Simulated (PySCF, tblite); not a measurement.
**Complex of 4 × hydrogen fluoride**

A gas-phase complex of 4 × hydrogen fluoride; neutral, singlet. The structure comes from a short search (6 tight-binding starts) and was relaxed by PBE0-D3(BJ)/def2-TZVPD; another way of binding may lie lower. No frequency run checks that it is a minimum.

Parts: 1 = hydrogen fluoride (F), atoms 1–2; 2 = hydrogen fluoride (F), atoms 3–4; 3 = hydrogen fluoride (F), atoms 5–6; 4 = hydrogen fluoride (F), atoms 7–8.

Coordinates in Å:
```
F1     -1.257    0.625    0.046
H2     -1.057   -0.304    0.182
F3     -0.513   -1.731    0.086
H4      0.085   -1.711   -0.665
F5      0.167    1.041   -1.930
H6     -0.425    1.024   -1.173
F7      0.924   -1.310   -1.879
H8      0.721   -0.381   -2.017
```

| contact | kind (by geometry) | distance (Å) | angle (°) |
| --- | --- | --- | --- |
| H4···F7 | hydrogen bond | 1.529 | 165 |
| H6···F1 | hydrogen bond | 1.529 | 165 |
| H8···F5 | hydrogen bond | 1.529 | 165 |
| H2···F3 | hydrogen bond | 1.530 | 165 |

Deforming the relaxed parts to their shape here costs 3.5 kcal/mol, which the interaction energies leave out.

Interaction energies are complex less parts, with the parts frozen as they stand in it; counterpoise-corrected, in kcal/mol (PySCF).

Task: How strongly do the parts interact, level by level?

Result: 
```json
{"level": "wB97M-D3(BJ)/def2-TZVPD", "interaction": "-31.51", "superposition error removed": "-0.30"}
{"level": "PBE0-D3(BJ)/def2-TZVPD", "interaction": "-34.64", "superposition error removed": "-0.29"}
{"level": "RI-MP2/def2-TZVPD", "interaction": "-27.75", "superposition error removed": "-2.40"}
```

Task: What holds them together? Decompose the wB97M-D3(BJ)/def2-TZVPD energy: frozen parts, their antisymmetrised product, then relaxation.

Result: electrostatic -56.8, Pauli repulsion +74.8, orbital relaxation -47.4, dispersion correction -2.4 kcal/mol, which sum to the value before the counterpoise correction; the Pauli term holds the exchange-correlation of the frozen density too. Of the attraction, 53 % is electrostatic, 44 % is orbital relaxation, 2 % is dispersion correction.

Task: Are the pair energies additive?

Result: The pairs sum to -17.59 kcal/mol (1–2 -3.4, 1–3 -3.4, 1–4 -2.0, 2–3 -2.0, 2–4 -3.4, 3–4 -3.4); the rest of -13.92 is a many-body strengthening.

The parts were also relaxed and run alone, at the levels used for the complex: shieldings by PBE0/pcSseg-2; core levels by delta-SCF with SCAN, pcX-2 on the ionised atom and pcseg-1 elsewhere, spin-free X2C.

Values alone: F3–H4 bond (Å): 0.921; shielding of H4 (ppm): 29.16; shielding of F7 (ppm): 410.5; shielding of H6 (ppm): 29.16; shielding of F1 (ppm): 410.5; F3 1s core level (eV): 694.11.

Task: What does binding change?

Result: 
```csv
property,alone,in the complex,change
F3–H4 bond (Å),0.921,0.961,+0.040
shielding of H4 (ppm),29.16,21.16,-8.00
shielding of F7 (ppm),410.5,377.1,-33.5
shielding of H6 (ppm),29.16,21.16,-8.00
shielding of F1 (ppm),410.5,377.1,-33.5
F3 1s core level (eV),694.11,694.32,+0.21
```

Density functionals tend to overstate the lengthening and the red shift of so strongly bound an X–H bond.
